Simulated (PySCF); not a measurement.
**Sn2 substitution**

Start structure (CH4FS (charge -1), closed shell), relaxed at PBE0-D4/def2-TZVPD:

F1  (-2.126, -0.688, 0.757)
C2  (-0.817, -0.396, 0.326)
S3  (2.298, 0.372, -0.731)
H4  (-0.841, -0.081, -0.715)
H5  (-0.403, 0.400, 0.942)
H6  (-0.202, -1.289, 0.423)
H7  (2.039, 1.669, -0.980)
(Å)

The step: [CH₃F ([CH3][F]) + HS]⁻ → [CH₄S ([CH3][SH]) + F]⁻; bonds formed: C2–S3; bonds broken: F1–C2. Program: PySCF 2.14 with density fitting (its default auxiliary sets; JK sets also for MP2 and CCSD(T)). Basis: def2-TZVPPD and def2-QZVPPD. Cores are frozen in the correlated methods. Extrapolation: Hartree–Fock as exp(−7.88 √X), correlation as X^−2.97. Energies below are by CCSD(T) at an estimated basis limit (MP2 extrapolated from triple and quadruple zeta, plus CCSD(T) − MP2 in triple zeta).

(1) What are the electronic barrier and the energy of the step, from the start structure to the end structure? (An estimate is asked for; the value comes from the calculation.)

The T1 diagnostic stays at or below 0.020. The end structure is not quite a true minimum (one mode of 43i cm⁻¹).

Results:

(1) Computed: Barrier 0.987 eV; step energy 0.368 eV (uphill); reverse barrier, their difference, 0.618 eV. Barrier and step energy count from the start structure, the reverse barrier from the end structure.

The saddle point: One imaginary mode of 507i cm⁻¹.
| pair | start (Å) | saddle (Å) | end (Å) |
| --- | --- | --- | --- |
| C2–S3 | 3.38 | 2.29 | 1.83 |
| F1–C2 | 1.41 | 1.91 | 2.66 |

Zero-point energy (harmonic, PBE0-D4): ZPE is 1.249 eV at the start and 1.234 eV at the saddle, so the barrier goes from 0.987 to 0.972 eV.

Labels in which every atom is bracketed show which atoms are joined, not bond orders.

For scale, one of the runs: CCSD(T)/def2-TZVPPD, 196 basis functions, launched by `OMP_NUM_THREADS=4 python run.py`. The run took 3.3 min on 4 CPU threads of a Oxide Virtual Turin-like (shared host), with 2.3 GiB of host memory at its peak.
